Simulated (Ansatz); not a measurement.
```yaml
crystal:
  periodic: [false, false, false]
  atoms:
    - {symbol: B, position_ang: [-1.431112, 0.234332, 0.002217]}
    - {symbol: Al, position_ang: [0.559695, -0.091645, -0.000867]}
    - {symbol: H, position_ang: [-2.580451, 0.422527, 0.003998]}
    - {symbol: H, position_ang: [1.679071, 1.011354, 0.011897]}
    - {symbol: H, position_ang: [1.268790, -1.494041, -0.016463]}
basis:
  gaussian: {orbitals: def2-TZVP}
magnetization: {spin_polarized: true, initial_magnetization: 1}
hamiltonian: {xc: pbe0}
relax: {f_tol: 0.004, max_steps: 80}
```

```sh
$ ansatz run in.yaml --threads 1 --pin off --events-out ev --progress --plain --max-ram 2176MiB
```

Steps of the relaxation (energy above the last step; positions in Å, forces in eV/Å):

```
5
step 1, 102.8 meV
B    -1.431    0.234    0.002    0.380   -0.062   -0.001
Al    0.560   -0.092   -0.001    0.570   -0.093   -0.001
H    -2.580    0.423    0.004   -0.580    0.095    0.001
H     1.679    1.011    0.012   -0.106    0.511    0.006
H     1.269   -1.494   -0.016   -0.264   -0.450   -0.005
```

```
5
step 2, 6.3 meV
B    -1.364    0.223    0.002    0.089   -0.015    0.000
Al    0.638   -0.105   -0.001    0.243   -0.040    0.000
H    -2.529    0.414    0.004   -0.192    0.031    0.000
H     1.605    1.177    0.014   -0.107   -0.213   -0.002
H     1.146   -1.627   -0.018   -0.033    0.236    0.003
```

```
5
step 3, 0.2 meV
B    -1.371    0.224    0.002    0.008   -0.001    0.000
Al    0.637   -0.104   -0.001    0.076   -0.012    0.000
H    -2.542    0.416    0.004   -0.042    0.007    0.000
H     1.612    1.152    0.013   -0.027   -0.033    0.000
H     1.160   -1.606   -0.018   -0.015    0.040    0.000
```

```
5
step 4, 0.0 meV
B    -1.371    0.224    0.002   -0.001    0.000    0.000
Al    0.639   -0.105   -0.001    0.001    0.000    0.000
H    -2.544    0.416    0.004    0.000    0.000    0.000
H     1.611    1.150    0.013    0.000    0.000    0.000
H     1.160   -1.604   -0.018    0.000   -0.001    0.000
```

Close pairs at the end: B1–H3 1.188 Å, Al2–H4 1.587 Å, Al2–H5 1.587 Å, B1–Al2 2.037 Å.

A stationary point of unrestricted PBE0 after 4 steps, with ⟨S²⟩ = 0.755 against 0.75 for a pure state; no frequencies were run, so it isn't proven a minimum. 11 s on 1 thread of Arm Neoverse V2, shared host.
